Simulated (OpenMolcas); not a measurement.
# HNO3 (peroxynitrous acid), step by step

Aim: a single-point energy (HF/ANO-L-VDZP), then a single-point energy (CASSCF(2,2)/ANO-L-VDZP), then the energy (CASPT2(2,2)/ANO-L-VDZP) of HNO3 (peroxynitrous acid). 

The calculation is run with OpenMolcas 26.06.

### 1 The molecule

HNO3: 5 atoms, total charge 0, spin state singlet. As SMILES, `O=NOO`. The coordinates come from a PBE0-D4/def2-TZVP relaxation. This is one conformer, not always the lowest.

Bond lengths: O1–N2 1.180 Å, N2–O3 1.353 Å, O3–O4 1.401 Å, O4–H5 0.984 Å. Angles: O1–N2–O3 114.6°, N2–O3–O4 114.1°, O3–O4–H5 101.0°.

### 2 The energy at HF/ANO-L-VDZP (run 1)

Input file step1.inp:

```
&GATEWAY
Coord
5
bohr
O      0.25766416    -1.57850713     1.85015526
N     -1.64740654    -1.18731492     0.75738333
O     -1.46470782     0.54524268    -1.11304869
O      0.96111471     1.56257674    -1.41266476
H      1.89335440     0.65800264    -0.08178735
Basis
ANO-L-VDZP
Group
NoSym
&SEWARD
&SCF
PrOrbitals
0
```

Launch:

```bash
export MOLCAS_MEM=1860
pymolcas step1.inp > step1.log
```

Output, shortened:

```text
--- Start Module: gateway ---
[...]
--- Stop Module: gateway /rc=_RC_ALL_IS_WELL_ ---
--- Start Module: seward ---
[...]
      Basis functions           61
--- Stop Module: seward /rc=_RC_ALL_IS_WELL_ ---
[...]
--- Start Module: scf ---
[...]
       Convergence after  14 Iterations
[...]
::    Total SCF energy                               -279.4917476031
[...]
      Total spin, S                                     0.0000000000
[...]
      Total electronic charge=   32.000000
      Total            charge=   -0.000000
[...]
      Dipole Moment (debye):
      Origin of the operator (angstrom)=   -0.2108   -0.0630   -0.0024
                   X=  6.6039E-01               Y= -4.1111E-01               Z=  6.8654E-01           Total=  1.0375E+00
      Quadrupole Moment (debye*angstrom):
[...]
--- Stop Module: scf /rc=_RC_ALL_IS_WELL_ ---
[...]
```

Wall time 6 s (1 thread of Arm Neoverse V1, shared host); peak memory 0.4 GiB.

### 3 The energy at CASSCF(2,2)/ANO-L-VDZP (run 2)

Input file step2.input:

```
&GATEWAY
COORD
5
bohr
O      0.25766416    -1.57850713     1.85015526
N     -1.64740654    -1.18731492     0.75738333
O     -1.46470782     0.54524268    -1.11304869
O      0.96111471     1.56257674    -1.41266476
H      1.89335440     0.65800264    -0.08178735
BASIS=ANO-L-VDZP
GROUP=NoSym
&SEWARD
&RASSCF
FILEORB=$CurrDir/step1.ScfOrb
SPIN=1
NACTEL=2 0 0
INACTIVE=15
RAS2=2
ORBLISTING=Nothing
```

Launch:

```bash
export MOLCAS_MEM=1860
pymolcas step2.input > step2.log
```

Output, shortened:

```text
--- Start Module: gateway ---
[...]
--- Stop Module: gateway /rc=_RC_ALL_IS_WELL_ ---
--- Start Module: seward ---
[...]
      Basis functions           61
--- Stop Module: seward /rc=_RC_ALL_IS_WELL_ ---
[...]
--- Start Module: rasscf ---
[...]
      Number of active orbitals                  2
[...]
      Spin quantum number                      0.0
[...]
      Active orbitals                            2
[...]
      Number of CSFs                             3
[...]
      Number of root(s) required                 1
[...]
      Convergence after 18 iterations
[...]
      printout of CI-coefficients larger than  0.05 for root  1
      energy=    -279.530543
      conf/sym  11     Coeff  Weight
             1  20   0.97758 0.95567
             3  02  -0.21056 0.04433
      Natural orbitals and occupation numbers for root  1
      sym 1:   1.911330   0.088670
      ************************************************************************************************************************
      *                                                    Final results                                                     *
[...]
::    RASSCF root number  1 Total energy:   -279.53054309
[...]
      Total electronic charge=   32.000000
      Total            charge=   -0.000000
[...]
      Dipole Moment (debye):
      Origin of the operator (angstrom)=   -0.2108   -0.0630   -0.0024
                   X=  9.5636E-01               Y= -6.4613E-01               Z=  1.0508E+00           Total=  1.5608E+00
      Quadrupole Moment (debye*angstrom):
[...]
--- Stop Module: rasscf /rc=_RC_ALL_IS_WELL_ ---
[...]
```

Run time: 6.9 s. Hardware: 1 thread of Arm Neoverse V1, shared host; peak memory 0.4 GiB.

### 4 The energy at CASPT2(2,2)/ANO-L-VDZP (ipea shift 0.25 Eh, pt2 variant SS) (run 3)

Input file step3.inp:

```
&gateway
  coord
  5
  bohr
  O      0.25766416    -1.57850713     1.85015526
  N     -1.64740654    -1.18731492     0.75738333
  O     -1.46470782     0.54524268    -1.11304869
  O      0.96111471     1.56257674    -1.41266476
  H      1.89335440     0.65800264    -0.08178735
  basis=ANO-L-VDZP
  group=NoSym

&seward

&rasscf
  fileorb=$CurrDir/step2.RasOrb
  spin=1
  nactel=2 0 0
  inactive=15
  ras2=2
  orblisting=Nothing

&caspt2
  imaginary=0.2
```

Launch:

```bash
export MOLCAS_MEM=1860
pymolcas step3.inp > step3.log
```

Output, shortened:

```text
--- Start Module: gateway ---
[...]
--- Stop Module: gateway /rc=_RC_ALL_IS_WELL_ ---
[...]
      Basis functions           61
[...]
--- Start Module: rasscf ---
[...]
      Number of active orbitals                  2
[...]
      Spin quantum number                      0.0
[...]
      Active orbitals                            2
[...]
      Number of CSFs                             3
[...]
      Number of root(s) required                 1
[...]
      Convergence after  4 iterations
[...]
      printout of CI-coefficients larger than  0.05 for root  1
      energy=    -279.530543
      conf/sym  11     Coeff  Weight
             1  20   0.97758 0.95566
             3  02  -0.21057 0.04434
      Natural orbitals and occupation numbers for root  1
      sym 1:   1.911322   0.088678
      ************************************************************************************************************************
      *                                                    Final results                                                     *
[...]
::    RASSCF root number  1 Total energy:   -279.53054309
[...]
      Total electronic charge=   32.000000
      Total            charge=   -0.000000
[...]
      Dipole Moment (debye):
      Origin of the operator (angstrom)=   -0.2108   -0.0630   -0.0024
                   X=  9.5628E-01               Y= -6.4625E-01               Z=  1.0509E+00           Total=  1.5609E+00
      Quadrupole Moment (debye*angstrom):
[...]
--- Stop Module: rasscf /rc=_RC_ALL_IS_WELL_ ---
[...]
--- Start Module: caspt2 ---
[...]
      E2 (Variational):          -0.6915268371
      Total energy:            -280.2220699276
[...]
      Reference weight:           0.82941
[...]
::    CASPT2 Root  1     Total energy:   -280.22206993
[...]
--- Stop Module: caspt2 /rc=_RC_ALL_IS_WELL_ ---
[...]
```

It took 6 s on 1 thread of Arm Neoverse V1, shared host; peak memory 0.4 GiB.

### 5 Summary of results

| quantity | value |
| --- | --- |
| run 1, HF/ANO-L-VDZP: total energy | -279.49175 Eh |
| run 1, HF/ANO-L-VDZP: dipole moment | 1.04 D |
| run 1, HF/ANO-L-VDZP: HOMO energy | -13.68 eV |
| run 1, HF/ANO-L-VDZP: LUMO energy | 1.80 eV |
| run 1, HF/ANO-L-VDZP: HOMO–LUMO gap | 15.47 eV |
| run 2, CASSCF(2,2)/ANO-L-VDZP: total energy | -279.53054 Eh |
| run 2, CASSCF(2,2)/ANO-L-VDZP: dipole moment (CASSCF density) | 1.56 D |
| run 3, CASPT2(2,2)/ANO-L-VDZP: total energy | -280.22207 Eh |
| run 3, CASPT2(2,2)/ANO-L-VDZP: dipole moment (CASSCF density) | 1.56 D |

What this shows: Mulliken charges (run 1, HF/ANO-L-VDZP) run from -0.23 on O1 to +0.26 on N2; they depend strongly on the basis.
